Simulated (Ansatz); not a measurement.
# B₂H₅ (doublet): wave-function methods side by side at distance B1–H4 along a hydrogen transfer = 1.690 Å, cc-pVDZ

One table from this session's results is given with a row withheld; the runs are named, their logs left out.

Program: Ansatz 0.2.0, Gaussian basis. Level of theory: cc-pVDZ, core rule «outside noble gas», up to 2 orbitals frozen. These are calculated values, not measurements.

The runs, in order: UHF; CCSD(T) on ROHF; CCSD(T) on UHF; BCCD(T) on ROHF; CISD; CCSDT(Q) on ROHF; CCSDT(Q) on UHF; CASSCF and MRCISD+Q, 3 electrons in 3 orbitals; CASSCF and NEVPT2, 3 electrons in 3 orbitals; CASSCF and NEVPT2, 9 electrons in 9 orbitals.

7 further runs of the same task are left out: 4 that didn't finish, 3 set aside as unsound or not needed.

## The system

The geometry derives from fragments relaxed apart (PBE0/def2-TZVP) and kept rigid, so it is no stationary point. A hydrogen atom is moved between rigid fragments.

7 atoms, charge 0, spin multiplicity 2.

Atoms are counted from 1 here; the program's logs count them from 0.

Bond lengths: B1–H2 1.193 Å, B1–H3 1.193 Å, H4–B5 1.369 Å, B5–H6 1.191 Å, B5–H7 1.191 Å. Angles: H2–B1–H3 120.0°, H4–B5–H6 115.3°, H4–B5–H7 115.3°, H6–B5–H7 129.4°.

As a file:

```tsv
atom	x (Å)	y (Å)	z (Å)
B1	-1.5289	0.0000	0.0000
H2	-2.1257	1.0336	0.0000
H3	-2.1257	-1.0336	0.0000
H4	0.1611	0.0000	0.0000
B5	1.5301	0.0000	0.0000
H6	2.0391	0.0000	1.0770
H7	2.0391	0.0000	-1.0770
```

Set-up of the first run:

in.yaml reads:

```yaml
crystal:
  periodic: [false, false, false]
  atoms:
    - {symbol: B, position_ang: [-1.528940, 0.000000, 0.000000]}
    - {symbol: H, position_ang: [-2.125673, 1.033571, 0.000000]}
    - {symbol: H, position_ang: [-2.125673, -1.033571, 0.000000]}
    - {symbol: H, position_ang: [0.161060, 0.000000, 0.000000]}
    - {symbol: B, position_ang: [1.530060, 0.000000, 0.000000]}
    - {symbol: H, position_ang: [2.039133, 0.000000, 1.077008]}
    - {symbol: H, position_ang: [2.039133, 0.000000, -1.077008]}
basis:
  gaussian: {orbitals: cc-pVDZ}
magnetization: {spin_polarized: true, initial_magnetization: 1}
hamiltonian: {xc: hf}
output: {orbitals: {seedname: orbitals}}
```

The run is started by

```sh
ansatz run in.yaml --threads 1 --pin off --events-out ev --progress --plain --max-ram 2393MiB
```

Steps of the session up to this table: UHF; CCSD(T) on ROHF; CCSD(T) on UHF; BCCD(T) on ROHF; CISD; CCSDT(Q) on ROHF; CCSDT(Q) on UHF; CASSCF and MRCISD+Q, 3 electrons in 3 orbitals; CASSCF and NEVPT2, 3 electrons in 3 orbitals; CASSCF and NEVPT2, 9 electrons in 9 orbitals.

One of the session's tables, all rows but one given; the rest of the session is left out.

It belongs to the step «Misses and costs». 

```
       method  from UCCSDT(Q) (meV)
         ROHF               +6100.8
          UHF               +5950.8
         RMP2               +1356.5
         UMP2               +1366.7
         CISD                +576.3
        RCCSD                +136.4
        UCCSD                +133.9
     RCCSD(T)                 +29.0
     UCCSD(T)                 +29.7
      BCCD(T)                 +29.4
       RCCSDT                  +3.5
       UCCSDT                  +3.3
    RCCSDT(Q)                  +0.2
    UCCSDT(Q)                     0
  CASSCF pair               +5583.7
  NEVPT2 pair               +1337.5
  MRCISD pair                +498.7
MRCISD+Q pair                     ?
```

Estimate the missing values for MRCISD+Q pair.

**Answer.** from UCCSDT(Q) (meV): +24.5. In the column «from UCCSDT(Q) (meV)» it lies between RCCSDT (+3.5) and RCCSD(T) (+29.0).

Left out of the table: CASSCF frontier, NEVPT2 frontier (the active space lost an orbital or holds another state than full CI finds).

Limits of these values: Restricted and unrestricted rows rest on different reference determinants; where their highest levels disagree by more than a few hundredths of an eV, they describe different states and don't form one ladder. Warnings in the runs' records: passed over end.
